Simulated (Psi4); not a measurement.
# CF4 (tetrafluoromethane): HF/3-21G

Aim: the energy change on altering one bond length of CF4 (tetrafluoromethane) at HF/3-21G, from 2 runs. 

Program for the calculation: Psi4 1.11.

3 further runs of the same task are left out: 2 that didn't finish, 1 set aside as unsound or not needed.

## (1) Starting point

The species is CF4 (5 atoms), meant as a singlet with charge 0. SMILES: `FC(F)(F)F`. The shape is that of a PBE0-D4/def2-TZVP optimisation.

Bond lengths: F1–C2 1.318 Å, C2–F3 1.318 Å, C2–F4 1.318 Å, C2–F5 1.318 Å. Angles: F1–C2–F3 109.5°, F1–C2–F4 109.5°, F1–C2–F5 109.5°, F3–C2–F4 109.5°, F3–C2–F5 109.5°, F4–C2–F5 109.5°.

## (2) Energy and gradient at HF/3-21G

Contents of cf4.xyz:

```xyz
5
CF4
F     -0.850100     0.025300     0.989500
C      0.010000    -0.014700    -0.008300
F      1.157500    -0.501300     0.420100
F     -0.464000    -0.786000    -0.966200
F      0.196600     1.203000    -0.476700
```

Contents of calc.py:

```python
import psi4

psi4.set_memory('1600 MB')
psi4.set_num_threads(1)
psi4.core.set_output_file('psi4.out', False)

with open('cf4.xyz') as f:
    atoms = ''.join(f.readlines()[2:])
geom = psi4.geometry('0 1\n' + atoms + 'symmetry c1')

psi4.set_options({
    'basis': '3-21G',
    'puream': True,
    'e_convergence': 1e-09,
    'd_convergence': 1e-08,
    'scf_type': 'pk',
})

e_tot, wfn = psi4.gradient("hf", return_wfn=True)
psi4.oeprop(wfn, "MULLIKEN_CHARGES", "DIPOLE", "QUADRUPOLE", title="HF")
print('gradient / Eh bohr^-1')
print(e_tot.np.round(6))
print(f'energy = {wfn.energy():.10f} Eh')
```

Started as:

```sh
python calc.py
```

psi4.out:

```text
[...]
  Running in c1 symmetry.
[...]
  Nuclear repulsion =  206.220055212762844
[...]
  Multiplicity = 1
[...]
  Nalpha       = 21
  Nbeta        = 21
[...]
    Number of basis functions: 45
[...]
   @RHF iter   1:  -433.14402174507336   -3.85614e-01   1.25496e-02 DIIS/ADIIS
[...]
   @RHF iter   9:  -433.29607400510400   -7.38964e-13   5.19270e-09 DIIS
[...]
    Orbital Energies [Eh]
    ---------------------
    Doubly Occupied:
       1A    -26.258216     2A    -26.256703     3A    -26.256692
       4A    -26.256672     5A    -11.573580     6A     -1.818473
       7A     -1.682731     8A     -1.682709     9A     -1.682681
      10A     -0.987383    11A     -0.882336    12A     -0.882329
      13A     -0.882324    14A     -0.748586    15A     -0.748581
      16A     -0.694618    17A     -0.694608    18A     -0.694595
      19A     -0.677833    20A     -0.677822    21A     -0.677817
[...]
  @RHF Final Energy:  -433.29607400510400
   => Energetics <=
    Nuclear Repulsion Energy =            206.2200552127628441
    One-Electron Energy =               -1013.5976803750344288
    Two-Electron Energy =                 374.0815511571675529
    Total Energy =                       -433.2960740051040034
[...]
  -Total Gradient:
     Atom            X                  Y                   Z
    ------   -----------------  -----------------  -----------------
       1        0.006019945355    -0.000298677933    -0.006982984271
       2       -0.000004108167     0.000061159201     0.000045853984
       3       -0.008011998583     0.003384980740    -0.002988304286
       4        0.003297512890     0.005362447717     0.006666431985
       5       -0.001301351496    -0.008509909725     0.003259002587
[...]
 Multipole Moments:
 ------------------------------------------------------------------------------------
     Multipole            Electronic (a.u.)      Nuclear  (a.u.)        Total (a.u.)
 ------------------------------------------------------------------------------------
 L = 1.  Multiply by 2.5417464519 to convert [e a0] to [Debye]
 Dipole X            :         -0.0000039           -0.0000000           -0.0000039
 Dipole Y            :          0.0001645            0.0000257            0.0001903
 Dipole Z            :          0.0000967            0.0000129            0.0001095
 Magnitude           :                                                    0.0002196
 L = 2.  Multiply by 1.3450342976 to convert [e a0^2] to [Debye ang]
 Quadrupole XX       :        -93.5448139           74.4360409          -19.1087731
 Quadrupole XY       :         -0.0013834            0.0013344           -0.0000489
[...]
  Mulliken Charges: (a.u.)
   Center  Symbol    Alpha    Beta     Spin     Total
       1     F     4.69038  4.69038  0.00000 -0.38075
       2     C     2.23849  2.23849  0.00000  1.52303
       3     F     4.69038  4.69038  0.00000 -0.38076
       4     F     4.69039  4.69039  0.00000 -0.38077
       5     F     4.69037  4.69037  0.00000 -0.38074
   Total alpha = 21.00000, Total beta = 21.00000, Total charge =  0.00000
```

On the terminal:

```text
gradient / Eh bohr^-1
[[ 6.020e-03 -2.990e-04 -6.983e-03]
 [-4.000e-06  6.100e-05  4.600e-05]
 [-8.012e-03  3.385e-03 -2.988e-03]
 [ 3.298e-03  5.362e-03  6.666e-03]
 [-1.301e-03 -8.510e-03  3.259e-03]]
energy = -433.2960740051 Eh
```

Wall time 2.3 s (1 thread of AMD EPYC 7R43 (Zen 3), shared host); peak memory 0.18 GiB.

## (3) The distorted shape, same level

Contents of input.json:

```json
{
  "schema_name": "qcschema_input",
  "schema_version": 1,
  "molecule": {
    "schema_name": "qcschema_molecule",
    "schema_version": 2,
    "symbols": ["F", "C", "F", "F", "F"],
    "geometry": [-1.33774657, 0.48505868, 2.4129157, 0.28760687, 0.40946964, 0.52734697, 2.4560676, -0.5100711, 1.33690564, -0.87683292, -1.48532473, -1.82585338, 0.64022976, 2.71058914, -0.35780074],
    "molecular_charge": 0,
    "molecular_multiplicity": 1,
    "fix_symmetry": "c1",
    "fix_com": true,
    "fix_orientation": true
  },
  "driver": "gradient",
  "model": {
    "method": "hf",
    "basis": "3-21G"
  },
  "keywords": {
    "reference": "rhf",
    "puream": true,
    "e_convergence": 1e-09,
    "d_convergence": 1e-08,
    "scf_type": "pk"
  }
}
```

Started as:

```sh
psi4 --qcschema input.json -n 1 --memory 1600MB
```

stdout:

```text
[...]
  Running in c1 symmetry.
[...]
  Nuclear repulsion =  193.204252162898598
[...]
  Multiplicity = 1
[...]
  Nalpha       = 21
  Nbeta        = 21
[...]
    Number of basis functions: 45
[...]
   @RHF iter   1:  -433.00955912402759   -7.90262e-01   1.40164e-02 ADIIS/DIIS
[...]
   @RHF iter  11:  -433.22129781773077   -1.02318e-12   5.03229e-09 DIIS
[...]
    Orbital Energies [Eh]
    ---------------------
    Doubly Occupied:
       1A    -26.288153     2A    -26.287070     3A    -26.287057
       4A    -26.181208     5A    -11.600277     6A     -1.811210
       7A     -1.703157     8A     -1.703134     9A     -1.532714
      10A     -0.995392    11A     -0.878690    12A     -0.878682
      13A     -0.854498    14A     -0.747548    15A     -0.747538
      16A     -0.711990    17A     -0.711978    18A     -0.701510
      19A     -0.626381    20A     -0.626381    21A     -0.596387
[...]
  @RHF Final Energy:  -433.22129781773077
   => Energetics <=
    Nuclear Repulsion Energy =            193.2042521628985980
    One-Electron Energy =                -987.9091880286882770
    Two-Electron Energy =                 361.4836380480589355
    Total Energy =                       -433.2212978177307718
[...]
 Multipole Moments:
 ------------------------------------------------------------------------------------
     Multipole            Electronic (a.u.)      Nuclear  (a.u.)        Total (a.u.)
 ------------------------------------------------------------------------------------
 L = 1.  Multiply by 2.5417464519 to convert [e a0] to [Debye]
 Dipole X            :         -9.4800638            9.6611021            0.1810383
 Dipole Y            :        -12.9643149           13.2590858            0.2947708
 Dipole Z            :        -16.8936166           17.2595868            0.3659702
 Magnitude           :                                                    0.5035860
[...]
  -Total Gradient:
     Atom            X                  Y                   Z
    ------   -----------------  -----------------  -----------------
       1        0.005234844699     0.010744124835     0.014845533707
       2        0.031216727986     0.050862602776     0.063139391226
       3        0.008382473720     0.009920504709     0.013965317630
       4       -0.051704821926    -0.084136976239    -0.104489205749
       5        0.006870775522     0.012609743919     0.012538963185
[...]
```

The result, in JSON:

```text
{
 "driver": "gradient",
 "model": {
  "method": "hf",
  "basis": "3-21G"
 },
 "success": true,
 "return_result": [0.005234844699283592, 0.01074412483534097, 0.014845533707258995, 0.031216727986073084, 0.050862602775701954, 0.06313939122648507, 0.008382473720370043, 0.009920504708998329, 0.013965317629707708, -0.05170482192644045, -0.08413697623916896, -0.10448920574861634, 0.006870775521986144, 0.01260974391874875, 0.01253896318467787],
 "properties": {
  "calcinfo_nbasis": 45,
  "calcinfo_nmo": 45,
  "calcinfo_nalpha": 21,
  "calcinfo_nbeta": 21,
  "calcinfo_natom": 5,
  "nuclear_repulsion_energy": 193.2042521628986,
  "return_energy": -433.2212978177308,
  "return_gradient": [0.005234844699283592, 0.01074412483534097, 0.014845533707258995, 0.031216727986073084, 0.050862602775701954, 0.06313939122648507, 0.008382473720370043, 0.009920504708998329, 0.013965317629707708, -0.05170482192644045, -0.08413697623916896, -0.10448920574861634, 0.006870775521986144, 0.01260974391874875, 0.01253896318467787],
  "scf_one_electron_energy": -987.9091880286883,
  "scf_two_electron_energy": 361.48363804805894,
  "scf_dipole_moment": [0.181038283625238, 0.29477080748648277, 0.36597017232869433],
  "scf_total_energy": -433.2212978177308,
  "scf_total_gradient": [0.005234844699283592, 0.01074412483534097, 0.014845533707258995, 0.031216727986073084, 0.050862602775701954, 0.06313939122648507, 0.008382473720370043, 0.009920504708998329, 0.013965317629707708, -0.05170482192644045, -0.08413697623916896, -0.10448920574861634, 0.006870775521986144, 0.01260974391874875, 0.01253896318467787],
  "scf_iterations": 11
 }
}
```

Wall time 2.4 s (1 thread of AMD EPYC 7R43 (Zen 3), shared host); peak memory 0.18 GiB.

## (4) What came out

At HF/3-21G:

| quantity | value |
| --- | --- |
| first shape: total energy | -433.29607 Eh |
| first shape: dipole moment | 0.00 D |
| first shape: HOMO energy | -18.44 eV |
| first shape: LUMO energy | 11.34 eV |
| first shape: HOMO–LUMO gap | 29.78 eV |
| first shape: largest force on an atom | 0.474 eV/Å |
| distorted shape: total energy | -433.22130 Eh |
| distorted shape: dipole moment | 1.28 D |
| distorted shape: HOMO energy | -16.23 eV |
| distorted shape: LUMO energy | 3.73 eV |
| distorted shape: HOMO–LUMO gap | 19.95 eV |
| distorted shape: largest force on an atom | 7.393 eV/Å |
| energy change with the C2–F4 bond stretched from 1.318 to 1.713 Å | 2.035 eV |

In words: With the C2–F4 bond stretched from 1.318 to 1.713 Å the energy rises by 2.03 eV (196 kJ/mol). The first shape isn't relaxed at this level, so the change isn't measured from a minimum. The largest force (first shape) is 0.47 eV/Å: the shape isn't a stationary point for this species at this level. Mulliken charges (first shape) run from -0.38 on F4 to +1.52 on C2.
